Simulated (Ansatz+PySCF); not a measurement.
Results of a calculation; reference values are marked as such.
## Several solutions for singlet C4H4

```xyz
8

C     1.0253    0.0000    0.0000
C     0.0000    1.0253    0.0000
C    -1.0253    0.0000    0.0000
C     0.0000   -1.0253    0.0000
H     2.1153    0.0000    0.0000
H     0.0000    2.1153    0.0000
H    -2.1153    0.0000    0.0000
H     0.0000   -2.1153    0.0000
```

Basis set: cc-pVDZ (spherical functions). Charge 0, multiplicity 1.

UHF was run from several starts with Ansatz (development build ahead of 0.2.0) and PySCF 2.14.0.

```csv
run,program,start,converged,energy (hartree),<S²>
A,PySCF,"guess huckel, instabilities followed",yes,-153.70158,1.25
B,PySCF,"guess 1e, instabilities followed",yes,-153.70158,1.25
C,PySCF,"guess atom, instabilities followed",yes,-153.70158,1.25
D,PySCF,"guess minao, instabilities followed",yes,-153.70158,1.25
E,Ansatz,"atomic start, no search",yes,-153.59386,0.00
F,PySCF,program defaults,yes,-153.59386,0.00
G,Ansatz,stability test followed,yes,-153.70158,1.25
H,Ansatz,search for the lowest state,yes,-153.70158,1.25
```

Which runs reached the lowest solution of this kind, and what is wrong with the others?

A, B, C, D, G, H reached the lowest solution found. Converged but too high: E by 2.93 eV, F by 2.93 eV. Convergence only shows a stationary point, and even a stable one can lie too high; stability tests and further starts are what find lower ones. Caution: the unrestricted determinant is a mixture of spin states.
